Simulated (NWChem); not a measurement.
# doublet [C3H4]+ at 5 levels

Wanted: a comparison of 5 runs (UHF/3-21G, UHF/def2-SVPD, UM06-2X/def2-SVPD, USVWN5/def2-SVPD, UMP2/def2-SVPD) of doublet [C3H4]+. 

The calculation is run with NWChem 7.3.0.

26 further runs of the same task are left out: 1 that didn't finish, 25 set aside as unsound or not needed. Runs told in other sessions of the task aren't counted.

**1. The molecule**

[C3H4]+: 7 atoms, total charge +1, spin state doublet. As SMILES of the parent species, `C#CC`. The shape is that of a PBE0-D4/def2-TZVP optimisation. That shape belongs to the parent species and isn't relaxed for this state.

Bond lengths: C1–C2 1.200 Å, C2–C3 1.449 Å, C1–H4 1.064 Å, C3–H5 1.093 Å, C3–H6 1.093 Å, C3–H7 1.093 Å. Angles: C1–C2–C3 180.0°, C2–C1–H4 180.0°, C2–C3–H5 110.9°, C2–C3–H6 110.9°, C2–C3–H7 110.9°, H5–C3–H6 108.0°, H5–C3–H7 108.0°, H6–C3–H7 108.0°.

**2. A single-point energy at UHF/3-21G (run 1)**

Contents of nw.nw:

```
start nw
title "C3H4"
memory total 2200 mb
charge 1
geometry units angstroms noautosym nocenter noautoz
C       -1.347190      -0.669570      -0.791960
C       -0.396330      -0.196990      -0.233110
C        0.752130       0.373790       0.442180
H       -2.190260      -1.088470      -1.287720
H        1.261230       1.096880      -0.199350
H        0.449670       0.887820       1.357540
H        1.470770      -0.403460       0.712420
end
basis spherical bse
* library 3-21G
end
scf
doublet
uhf
thresh 1e-08
maxiter 80
print low
end
task scf energy
```

Command:

```
$ nwchem nw.nw > nw.out
```

Output:

```text
[...]
  functions       =    35
[...]
  wavefunction    = UHF
[...]
         Total SCF energy =   -114.882595499836
      One electron energy =   -264.014877467065
      Two electron energy =     90.186933916034
 Nuclear repulsion energy =     58.945348051195
                       Sz =      0.5000
                 Sz(Sz+1) =      0.7500
                      S^2 =      0.7553
[...]
```

It took 4.8 s on 1 thread of Intel Xeon 6975P-C (Granite Rapids), shared host; peak memory 0.1 GiB.

**3. The energy at UHF/def2-SVPD (run 2)**

Contents of c3h4.nw:

```
start c3h4
memory total 2200 mb
charge 1
geometry units au noautosym nocenter noautoz
  C     -2.54582014    -1.26530392    -1.49658750
  C     -0.74895515    -0.37225715    -0.44051406
  C      1.42131971     0.70636073     0.83559910
  H     -4.13899154    -2.05691019    -2.43343813
  H      2.38337928     2.07280279    -0.37671690
  H      0.84975315     1.67773665     2.56537880
  H      2.77935249    -0.76242890     1.34627869
end
basis spherical bse
  * library def2-SVPD
end
scf
  doublet
  uhf
  thresh 1e-08
  maxiter 80
  noprint "final vectors analysis"
end
task scf energy
```

Command:

```
$ nwchem c3h4.nw > c3h4.out
```

Output:

```text
[...]
  functions       =    92
[...]
  wavefunction    = UHF
[...]
         Total SCF energy =   -115.448975032485
      One electron energy =   -264.991635471732
      Two electron energy =     90.597316631811
 Nuclear repulsion energy =     58.945343807436
                       Sz =      0.5000
                 Sz(Sz+1) =      0.7500
                      S^2 =      0.7557
[...]
```

It took 60 s on 1 thread of Intel Xeon 6975P-C (Granite Rapids), shared host; peak memory 0.1 GiB.

**4. A single-point energy at UM06-2X/def2-SVPD (run 3)**

Contents of job.nw:

```
start job
title "C3H4 energy"
memory 2200 mb
charge 1
geometry noautosym nocenter noautoz
  C    -1.347190   -0.669570   -0.791960
  C    -0.396330   -0.196990   -0.233110
  C     0.752130    0.373790    0.442180
  H    -2.190260   -1.088470   -1.287720
  H     1.261230    1.096880   -0.199350
  H     0.449670    0.887820    1.357540
  H     1.470770   -0.403460    0.712420
end
basis spherical bse
  C library def2-SVPD
  H library def2-SVPD
end
dft
  xc m06-2x
  mult 2
  grid fine
  convergence energy 1e-08
  iterations 100
  mulliken
  noprint "final vectors analysis"
end
task dft
```

Command:

```
$ nwchem job.nw > job.out
```

Output:

```text
[...]
          Wavefunction type:  spin polarized.
          No. of atoms     :     7
          No. of electrons :    21
[...]
          Charge           :     1
          Spin multiplicity:     2
[...]
          AO basis - number of functions:    92
[...]
              XC Information
              --------------
                       M06-2X Method XC Functional
                     Hartree-Fock (Exact) Exchange  0.540
                        M06-2X Exchange Functional  1.000
                      M06-2X Correlation Potential  1.000
[...]
 d= 0,ls=0.0,diis     1   -116.0687242052 -1.75D+02  1.88D-02  1.13D-01     1.7
[...]
 d= 0,ls=0.0,diis    11   -116.1268268120 -7.45D-09  7.47D-07  2.72D-10    17.9
[...]
         Total DFT energy =     -116.126826812028
      One electron energy =     -265.313961750797
           Coulomb energy =      107.537339649153
    Exchange-Corr. energy =      -17.295552761580
 Nuclear repulsion energy =       58.945348051195
[...]
      Total Density - Mulliken Population Analysis
     ---------------------------------------------
    Atom       Charge   Shell Charges
 -----------   ------   -------------------------------------------------------
    1 C    6     7.02   1.99  0.98  1.88  0.05  1.93  0.16  0.03  0.00
    2 C    6     4.80   1.99  1.00 -0.09 -0.15  1.92  0.17  0.04 -0.07
    3 C    6     5.58   1.99  0.91 -0.47  0.08  2.16  1.01  0.02 -0.12
    4 H    1     0.94   0.72  0.19  0.03 -0.00
    5 H    1     0.89   0.72  0.09  0.02  0.06
    6 H    1     0.88   0.70  0.09  0.03  0.06
    7 H    1     0.89   0.72  0.09  0.02  0.06
[...]
      <S2> =      0.7527 (Exact =     0.7500)
[...]
```

It took 19 s on 1 thread of Intel Xeon 6975P-C (Granite Rapids), shared host; peak memory 0.12 GiB.

Run 4 isn't shown in full; the table further down has it.

**5. A single-point energy at UMP2/def2-SVPD (run 5)**

Contents of run.nw:

```
start run
title "C3H4"
memory stack 880 mb heap 220 mb global 1100 mb
charge 1

geometry noautosym nocenter noautoz
  C     -1.347190    -0.669570    -0.791960
  C     -0.396330    -0.196990    -0.233110
  C      0.752130     0.373790     0.442180
  H     -2.190260    -1.088470    -1.287720
  H      1.261230     1.096880    -0.199350
  H      0.449670     0.887820     1.357540
  H      1.470770    -0.403460     0.712420
end

basis spherical bse
  * library def2-SVPD
end

scf
  nopen 1
  uhf
  thresh 1e-08
  maxiter 80
end

mp2
  freeze core 3
  tight
end

task mp2 energy
```

Command:

```
$ nwchem run.nw > run.out
```

Output:

```text
[...]
  functions       =    92
[...]
  wavefunction    = UHF
[...]
         Total SCF energy =   -115.448975018746
      One electron energy =   -264.991643529347
      Two electron energy =     90.597320459406
 Nuclear repulsion energy =     58.945348051195
                       Sz =      0.5000
                 Sz(Sz+1) =      0.7500
                      S^2 =      0.7557
[...]
          Total MP2 energy          -115.804449646653
[...]
```

Run time: 38 s. Hardware: 1 thread of Intel Xeon 6975P-C (Granite Rapids), shared host; peak memory 0.21 GiB.

**6. Overview of the runs**

```csv
run,level,iteration cap,module,energy (Eh),⟨S²⟩,wall time
1,UHF/3-21G,80,scf,-114.882595,0.755,4.8 s
2,UHF/def2-SVPD,80,scf,-115.448975,0.756,60 s
3,UM06-2X/def2-SVPD,100,dft,-116.126827,0.753,19 s
4,USVWN5/def2-SVPD,100,dft,-115.079552,0.751,13 s
5,UMP2/def2-SVPD,80,mp2,-115.804450,0.756,38 s
```

**7. Outcome**

| quantity | value |
| --- | --- |
| run 5: total energy | -115.80445 Eh |
| run 5: HOMO energy (Hartree–Fock orbitals) (highest over α and β) | -18.83 eV |
| run 5: LUMO energy (Hartree–Fock orbitals) (lowest over α and β) | -7.81 eV |
| run 5: correlation energy (3 core orbitals frozen) | -355.5 mEh |
| run 5: ⟨S²⟩ of the reference determinant | 0.756 |

**Reading.** Totals of different functionals can't be ranked against each other. All runs together took 2.2 min, the longest 60 s.
